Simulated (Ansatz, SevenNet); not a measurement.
# How the volume per atom of 2H MoS2 moves with the method

No measured value is used here.

| level (code) | value (Å³/atom) |
|---|---|
| SevenNet-0 (SevenNet) | 20.95 |
| LDA (Ansatz) | 16.99 |
| PBE (Ansatz) | 21.67 |
| PBEsol (Ansatz) | 17.92 |
| PBE-D3(BJ) (Ansatz) | ___ |
| PBE-D4 (Ansatz) | 17.46 |
| rVV10 (Ansatz) | ___ |
| r²SCAN-D4 (Ansatz) | ___ |
| r²SCAN+rVV10 (Ansatz) | 18.07 |
| HSE06 (Ansatz) | 20.54 |

### Question
Complete the blanks.

### Answer

- PBE-D3(BJ) (Ansatz, a first-principles code), value (Å³/atom): 17.31
- rVV10 (Ansatz), value (Å³/atom): 18.53
- r²SCAN-D4 (Ansatz), value (Å³/atom): 18.16

LDA, PBE, PBEsol, HSE06: the cell comes from a level without a dispersion term, which matters for the spacing of layers, chains or molecules. Cutoffs and k meshes differ between the levels. Ansatz's density-functional and Hartree–Fock values are scalar-relativistic unless marked +SOC, with PAW data made under PBE.

Machine-learned potentials (SevenNet-0) are trained on DFT data, which may include these solids.
